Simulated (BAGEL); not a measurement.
# singlet C2H5Si+, step by step

Wanted: the energy (singlet C2H5Si+, HF/def2-SVP), then a single-point energy (doublet C2H5Si, NEVPT2(3,3)/def2-SVP), then a single-point energy (doublet C2H5Si, CASPT2(3,3)/def2-SVP) of C2H5Si. 

The calculation is run with BAGEL 1.2.2.

### Step 1. The structure to begin with

C2H5Si+: 8 atoms, total charge +1, spin state singlet. SMILES of the parent species: `C=C[SiH2]`. The Si3–H7 distance was set to 2.008 Å, away from the relaxed value. That shape belongs to the parent species and isn't relaxed for this state. At this shape a bond of the SMILES string is far longer than usual.

Bond lengths: C1–C2 1.338 Å, C2–Si3 1.837 Å, C1–H4 1.086 Å, C1–H5 1.086 Å, C2–H6 1.089 Å, Si3–H8 1.487 Å. Angles: C1–C2–Si3 124.1°, C1–C2–H6 118.0°, Si3–C2–H6 117.8°, C2–C1–H4 121.8°, C2–C1–H5 122.0°, C2–Si3–H8 113.3°, H4–C1–H5 116.2°. A long bond or contact: Si3–H7 2.008 Å.

### Step 2. The energy at HF/def2-SVP (density fitting with svp-jkfit) (run 1)

Contents of job.json:

```json
{ "bagel" : [

{
  "title" : "molecule",
  "basis" : "svp",
  "df_basis" : "svp-jkfit",
  "angstrom" : false,
  "geometry" : [
    { "atom" : "C", "xyz" : [ -1.19881769,  2.17490847, -0.87674033 ] },
    { "atom" : "C", "xyz" : [ -1.10263063,  1.07641068,  1.39943479 ] },
    { "atom" : "Si", "xyz" : [  1.24837764, -1.30917958,  2.30839306 ] },
    { "atom" : "H", "xyz" : [  0.07636950,  1.63576961, -2.39230068 ] },
    { "atom" : "H", "xyz" : [ -2.56017639,  3.64549334, -1.31855829 ] },
    { "atom" : "H", "xyz" : [ -2.42354919,  1.71948448,  2.84053993 ] },
    { "atom" : "H", "xyz" : [  2.89411556, -2.91792611, -0.70883627 ] },
    { "atom" : "H", "xyz" : [  0.25362581, -3.21345660,  4.11837274 ] }
  ]
},
{
  "title" : "hf",
  "charge" : 1
},
{
  "title" : "print",
  "file" : "orbitals.molden",
  "orbitals" : true
}

]}
```

Run with:

```
$ BAGEL_NUM_THREADS=1 BAGEL job.json > job.out
```

Log:

```text
* using 1 threads per process

  ===============================================================
  ===============================================================

  *** Geometry ***

  { "atom" : "C", "xyz" : [     -1.198818,      2.174908,     -0.876740 ] },
  { "atom" : "C", "xyz" : [     -1.102631,      1.076411,      1.399435 ] },
  { "atom" : "Si", "xyz" : [      1.248378,     -1.309180,      2.308393 ] },
  { "atom" : "H", "xyz" : [      0.076370,      1.635770,     -2.392301 ] },
  { "atom" : "H", "xyz" : [     -2.560176,      3.645493,     -1.318558 ] },
  { "atom" : "H", "xyz" : [     -2.423549,      1.719484,      2.840540 ] },
  { "atom" : "H", "xyz" : [      2.894116,     -2.917926,     -0.708836 ] },
  { "atom" : "H", "xyz" : [      0.253626,     -3.213457,      4.118373 ] },

  Number of auxiliary basis functions:      368

  Since a DF basis is specified, we compute 2- and 3-index integrals:
    o Being stored without compression. Storage requirement is 0.015 GB

  Number of basis functions:       71
  Number of electrons      :       31

    * METHOD: MOLECULE                             0.11

  *** RHF ***

  === Nuclear Repulsion ===
    89.0558225635

      * DIIS with orbital gradients will be used.

  === RHF iteration (svp) ===
      0       -366.91076978          0.01591214           0.03
      1       -367.01493596          0.00803852           0.03
      2       -367.03536621          0.00163391           0.03
      3       -367.03701925          0.00037046           0.03
      4       -367.03711355          0.00015814           0.03
      5       -367.03713945          0.00007877           0.03
      6       -367.03714404          0.00001985           0.03
      7       -367.03714444          0.00000572           0.03
      8       -367.03714448          0.00000205           0.03
      9       -367.03714448          0.00000072           0.03
     10       -367.03714449          0.00000027           0.03
     11       -367.03714449          0.00000008           0.03
     12       -367.03714449          0.00000004           0.03
     13       -367.03714449          0.00000001           0.03
     14       -367.03714449          0.00000000           0.03
    * SCF iteration converged.

    * Permanent dipole moment:
           (   -0.650693,     0.219977,    -0.308664) a.u.

    * METHOD: HF                                   0.48

    * METHOD: PRINT                                0.01

  ===============================================================
```

Wall time 0.82 s (1 thread of Arm Neoverse V2, shared host); peak memory 0.14 GiB.

### Step 3. Doublet neutral C2H5Si: the energy at NEVPT2(3,3)/def2-SVP (density fitting with svp-jkfit) (run 2)

Contents of input.json:

```json
{ "bagel": [

{
  "title": "molecule",
  "basis": "svp",
  "df_basis": "svp-jkfit",
  "angstrom": false,
  "geometry": [
    { "atom": "C", "xyz": [    -1.19881769,     2.17490847,    -0.87674033 ] },
    { "atom": "C", "xyz": [    -1.10263063,     1.07641068,     1.39943479 ] },
    { "atom": "Si", "xyz": [     1.24837764,    -1.30917958,     2.30839306 ] },
    { "atom": "H", "xyz": [     0.07636950,     1.63576961,    -2.39230068 ] },
    { "atom": "H", "xyz": [    -2.56017639,     3.64549334,    -1.31855829 ] },
    { "atom": "H", "xyz": [    -2.42354919,     1.71948448,     2.84053993 ] },
    { "atom": "H", "xyz": [     2.89411556,    -2.91792611,    -0.70883627 ] },
    { "atom": "H", "xyz": [     0.25362581,    -3.21345660,     4.11837274 ] }
  ]
},

{ "title": "hf", "charge": 1 },

{ "title": "casscf", "nstate": 1, "nact": 3, "nclosed": 14, "nspin": 1, "active": [14, 16, 17], "maxiter": 200, "natocc": true },

{
  "title": "nevpt2",
  "nstate": 1,
  "nact": 3,
  "nclosed": 14,
  "nspin": 1,
  "active": [14, 16, 17],
  "maxiter": 200,
  "natocc": true,
  "ncore": 7
},

{ "title": "print", "file": "orbitals.molden", "orbitals": true }

]}
```

Run with:

```
$ BAGEL_NUM_THREADS=1 BAGEL input.json > input.out
```

Log:

```text
* using 1 threads per process

  ===============================================================
  ===============================================================

  *** Geometry ***

  { "atom" : "C", "xyz" : [     -1.198818,      2.174908,     -0.876740 ] },
  { "atom" : "C", "xyz" : [     -1.102631,      1.076411,      1.399435 ] },
  { "atom" : "Si", "xyz" : [      1.248378,     -1.309180,      2.308393 ] },
[... 4 lines of this table left out ...]
  { "atom" : "H", "xyz" : [      0.253626,     -3.213457,      4.118373 ] },

  Number of auxiliary basis functions:      368

  Since a DF basis is specified, we compute 2- and 3-index integrals:
    o Being stored without compression. Storage requirement is 0.015 GB

  Number of basis functions:       71
  Number of electrons      :       31

    * METHOD: MOLECULE                             0.11

  *** RHF ***

  === Nuclear Repulsion ===
    89.0558225635

      * DIIS with orbital gradients will be used.

  === RHF iteration (svp) ===
      0       -366.91076978          0.01591214           0.03
      1       -367.01493596          0.00803852           0.03
      2       -367.03536621          0.00163391           0.03
[... 11 lines of this table left out ...]
     14       -367.03714449          0.00000000           0.03
    * SCF iteration converged.

    * Permanent dipole moment:
           (   -0.650693,     0.219977,    -0.308664) a.u.

    * METHOD: HF                                   0.47

  ---------------------------
      CASSCF calculation
  ---------------------------

    ==== Active orbitals : =====
         Orbital 14
         Orbital 16
         Orbital 17
    ============================

    * nstate   :      1
    * nclosed  :     14
    * nact     :      3
    * nvirt    :     54
  === CASSCF iteration (svp) ===

    * Using the second-order algorithm

      0  0      -367.29272267     1.22e-02      0.01

      1  0      -367.33328523     1.73e-03      0.15
[... 21 lines of this table left out ...]
     12  0      -367.33731818     5.44e-09      0.12

    * Second-order optimization converged. *

     guess   0:   closed 1..                  open .1.

  === FCI iteration ===

      0  0      -367.31165736     4.58e-02      0.00
      1  0      -367.33723004     1.94e-03      0.00
      2  0      -367.33731345     4.39e-04      0.00
[... 4 lines of this table left out ...]
      7  0 *    -367.33731818     1.66e-15      0.00

     * ci vector, state   0, <S^2> = 0.7500
       2a.     0.9827919399
       .a2     0.1669330587
       .2a    -0.0597446394
       a.2     0.0500916934

    * METHOD: CASSCF                               1.86

    * freezing 7 orbitals

  === DF-NEVPT2 calculation ===

    * 3-index integral transformation done
    * assembly done

      NEVPT2 correlation energy:   -0.3339764213      0.08

          (+0)     -0.2829642612
          (+0)'    -0.0072778802
          (+1)     -0.0097243800
          (+1)'    -0.0001554848
          (+2)     -0.0002327123
          (-1)     -0.0230744040
          (-1)'    -0.0021246920
          (-2)     -0.0084226067

      NEVPT2 total energy:       -367.6712946007

    * METHOD: NEVPT2                               0.14

    * METHOD: PRINT                                0.01

  ===============================================================
```

It took 2.8 s on 1 thread of Arm Neoverse V2, shared host; peak memory 0.14 GiB.

### Step 4. Doublet neutral C2H5Si: the energy at CASPT2(3,3)/def2-SVP (density fitting with svp-jkfit) (run 3)

Contents of calc.json:

```json
{ "bagel": [

{
  "title": "molecule",
  "basis": "svp",
  "df_basis": "svp-jkfit",
  "geometry": [
    { "atom": "C", "xyz": [ -1.19881769,  2.17490847, -0.87674033 ] },
    { "atom": "C", "xyz": [ -1.10263063,  1.07641068,  1.39943479 ] },
    { "atom": "Si", "xyz": [  1.24837764, -1.30917958,  2.30839306 ] },
    { "atom": "H", "xyz": [  0.07636950,  1.63576961, -2.39230068 ] },
    { "atom": "H", "xyz": [ -2.56017639,  3.64549334, -1.31855829 ] },
    { "atom": "H", "xyz": [ -2.42354919,  1.71948448,  2.84053993 ] },
    { "atom": "H", "xyz": [  2.89411556, -2.91792611, -0.70883627 ] },
    { "atom": "H", "xyz": [  0.25362581, -3.21345660,  4.11837274 ] }
  ]
},
{ "title": "hf", "charge": 1 },
{ "title": "casscf", "nstate": 1, "nact": 3, "nclosed": 14, "nspin": 1, "active": [14, 16, 17], "maxiter": 200, "natocc": true },
{ "title": "print", "file": "orbitals.molden", "orbitals": true },
{ "title": "smith", "method": "caspt2", "ms": true, "xms": true, "sssr": true, "shift": 0.2, "shift_imag": true, "ncore": 7 }

]}
```

Run with:

```
$ BAGEL_NUM_THREADS=1 BAGEL calc.json > calc.out
```

Log:

```text
* using 1 threads per process

  ===============================================================
  ===============================================================

  *** Geometry ***

  { "atom" : "C", "xyz" : [     -1.198818,      2.174908,     -0.876740 ] },
  { "atom" : "C", "xyz" : [     -1.102631,      1.076411,      1.399435 ] },
  { "atom" : "Si", "xyz" : [      1.248378,     -1.309180,      2.308393 ] },
[... 4 lines of this table left out ...]
  { "atom" : "H", "xyz" : [      0.253626,     -3.213457,      4.118373 ] },

  Number of auxiliary basis functions:      368

  Since a DF basis is specified, we compute 2- and 3-index integrals:
    o Being stored without compression. Storage requirement is 0.015 GB

  Number of basis functions:       71
  Number of electrons      :       31

    * METHOD: MOLECULE                             0.11

  *** RHF ***

  === Nuclear Repulsion ===
    89.0558225635

      * DIIS with orbital gradients will be used.

[... 6 lines left out ...]
    * SCF iteration converged.
[... 1 line left out ...]
    * Permanent dipole moment:
[... 28 lines left out ...]
    * Second-order optimization converged. *
[... 11 lines left out ...]
     * ci vector, state   0, <S^2> = 0.7500
[... 18 lines left out ...]
    * Zeroth order energy : state  0       -0.9143879653
[... 3 lines left out ...]
      -------------------------------------------  CASPT2 iteration  ---------------------------------------------------
       #      aibj      arbs      arbi      airj      risj      airs      arst      rist         Etot      error   time
      ------------------------------------------------------------------------------------------------------------------

       0  -0.28198  -0.01046  -0.02492  -0.01092  -0.00035  -0.00694  -0.00208  -0.00014   -0.3377936  0.0011166   0.04
       1  -0.28208  -0.01051  -0.02497  -0.01101  -0.00038  -0.00708  -0.00213  -0.00015   -0.3382975  0.0002016   0.03
       2  -0.28208  -0.01051  -0.02497  -0.01101  -0.00038  -0.00708  -0.00213  -0.00015   -0.3383143  0.0000377   0.03
       3  -0.28208  -0.01051  -0.02497  -0.01101  -0.00038  -0.00708  -0.00213  -0.00015   -0.3383148  0.0000076   0.03
       4  -0.28208  -0.01051  -0.02497  -0.01101  -0.00038  -0.00708  -0.00213  -0.00015   -0.3383149  0.0000013   0.03
       5  -0.28208  -0.01051  -0.02497  -0.01101  -0.00038  -0.00708  -0.00213  -0.00015   -0.3383149  0.0000002   0.03

      ------------------------------------------------------------------------------------------------------------------

    * CASPT2 energy : state  0     -367.6782948151
        w/o shift correction       -367.6756330498
        reference weight              0.8810041088

    * METHOD: SMITH                                0.28

  ===============================================================
```

Wall time 2.9 s (1 thread of Arm Neoverse V2, shared host); peak memory 0.14 GiB.

### Step 5. Summary of results

| quantity | value |
| --- | --- |
| run 1, HF/def2-SVP: total energy | -367.03714 Eh |
| run 1, HF/def2-SVP: HOMO energy | -16.39 eV |
| run 1, HF/def2-SVP: LUMO energy | -6.61 eV |
| run 1, HF/def2-SVP: HOMO–LUMO gap | 9.78 eV |
| doublet neutral C2H5Si, run 2: total energy | -367.67129 Eh |
| doublet neutral C2H5Si, run 3: total energy | -367.67829 Eh |
